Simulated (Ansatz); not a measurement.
Results of r²SCAN in Ansatz (plane waves, PAW) for fcc Rh.

Run with plane-wave cutoff 600 eV, 20×20×20 k mesh, Fermi–Dirac smearing 0.1 eV, finite displacements, no spin polarisation, scalar-relativistic PAW data made under PBE.

The cell has the measured lattice parameters. Conventional cell: a = 3.8034 Å, b = 3.8034 Å, c = 3.8034 Å, α = 90.00°, β = 90.00°, γ = 90.00°.

```
CELL_PARAMETERS angstrom
      0.00000     1.90170     1.90170
      1.90170     0.00000     1.90170
      1.90170     1.90170     0.00000
ATOMIC_POSITIONS crystal
  Rh 0.00000 0.00000 0.00000
```

Harmonic phonon frequencies (cm⁻¹; i marks an imaginary mode):

```tsv
q point	frequencies
X	182 182 229
L	137 137 239
```

No imaginary mode appears at these points.

Note: the cell isn't this level's own, so it is under some stress, which shifts stiffness and frequencies.

Ansatz is a program for electronic structure.
